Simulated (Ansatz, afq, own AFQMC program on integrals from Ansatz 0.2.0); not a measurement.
**Where AFQMC and coupled cluster stand for SBr⁺, triplet**

```xyz
2

S     0.0000    0.0000    0.0000
Br    0.0000    0.0000    1.8000
```

Basis cc-pVDZ. Only valence electrons are correlated. AFQMC by an in-house program on the Cholesky factors that Ansatz 0.2.0 writes for its CCSD(T) run. The CISD trial takes its coefficients from CCSD amplitudes. Released means that phaseless walkers are propagated on without the constraint, phases kept. ± is one standard error of the sampling. No spin–orbit coupling.

Determinant: UHF, the one that the program's search chose, which needn't be the lowest solution. The geometry is a point of a scan.

No full CI on the walks' own integrals is used here. The released AFQMC energy serves as the reference, which it does only where one determinant dominates, the energy is flat over the last release times and near the phaseless one (40 meV or 2 meV an electron, half that with transition metals). On small molecules, where full CI could be run and the noise was under 10 meV, such values lay within 10 meV of it in 19 cases of 20, a flattering rate, since the rule was set on those same cases; what remains of the bias isn't in the error bar.

Cautions: no relativity below Rb; no spin-orbit coupling; inner d shell frozen; lower spins were not checked; the released value is read at 2.40 1/Eh with a noise of 16 meV, more than in the cases checked (meV from the phaseless value at times in 1/Eh: -9 ± 13 at 0.24, -17 ± 17 at 0.51, -45 ± 14 at 0.99, -19 ± 12 at 1.62, -31 ± 16 at 2.40).

* T1 diagnostic: 0.0197
* weight of the determinant in the CISD state: 0.887
* ⟨S²⟩ of the determinant: 2.027
* size of the correlated space: 12 electrons in 26 orbitals

| level | correlation energy (eV) |
| --- | --- |
| MP2 | -5.6766 |
| CCSD | -6.3288 |
| CCSD(T) | -6.5153 |

Question: Estimate where phaseless AFQMC with the Hartree–Fock trial lies against CCSD(T) on the same integrals.

Answer: 0.6 ± 6.8 kJ/mol below CCSD(T). The gap is under twice the noise, so this walk alone can't tell the two apart.

Reference: AFQMC with the constraint released, correlation energy -6.559 ± 0.016 eV.

| level | E − E(reference) (kJ/mol) | share of correlation (%) |
| --- | --- | --- |
| CCSD(T) | 4.2 ± 1.6 | 99.34 |
| ph-AFQMC/HF | 3.6 ± 6.9 | 99.43 |
| ph-AFQMC/CISD | 3.0 ± 1.9 | 99.53 |

A walk keeps the symmetry of its determinant, which the program's search chose and which needn't be the lowest solution, so a lower state of the same spin and another symmetry isn't excluded. Released energies are given only where the last usable release times agree within the noise; a slower fall can still hide under it.
